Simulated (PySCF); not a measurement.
Molecule: `S=P([S-])([S-])[S-]`, [PS₄]3-.

Structure with atom numbers: `[S:1]=[P:2]([S-:3])([S-:4])[S-:5]`.

Geometry PBE0-D3(BJ)/def2-SVP throughout; GIAO in PySCF 2.14.0 with density-fitted response routines, gas phase, one conformer, non-relativistic; equivalent atoms averaged; functional PBE0.

Q: How do the absolute shieldings σ depend on the basis set? (ppm; last column core-seconds on 1 thread of an Arm Neoverse V2, shared host)

A: 
| basis set | functions | S1/S3/S4/S5 | P2 | core-s |
| --- | --- | --- | --- | --- |
| STO-3G | 45 | 648.0 | 480.6 | 1.7 |
| 6-31G | 65 | 251.6 | 184.9 | 3.9 |
| 6-31G* | 90 | 313.7 | 170.7 | 5.5 |
| def2-SVP | 90 | 418.0 | 216.7 | 4 |
| 6-311+G(2d,p) | 175 | 217.2 | 105.8 | 12 |
| def2-TZVP | 185 | 257.3 | 98.4 | 13 |

Q: Which nucleus moves most, in ppm?

A: S1/S3/S4/S5 (sulfur bonded to P): from 217.2 ppm with 6-311+G(2d,p) to 648.0 ppm with STO-3G. The smallest spread is 382.2 ppm, at P2.

Q: Taking the largest basis, def2-TZVP (185 functions), as the yardstick, rank the others by their worst heavy-atom deviation.

A: 6-311+G(2d,p) 40.1 ppm (175 functions), 6-31G* 72.3 ppm (90 functions), 6-31G 86.6 ppm (65 functions), def2-SVP 160.7 ppm (90 functions), STO-3G 390.7 ppm (45 functions).

A small basis that lands close on one nucleus may do so by chance; judge by the trend and by all nuclei.
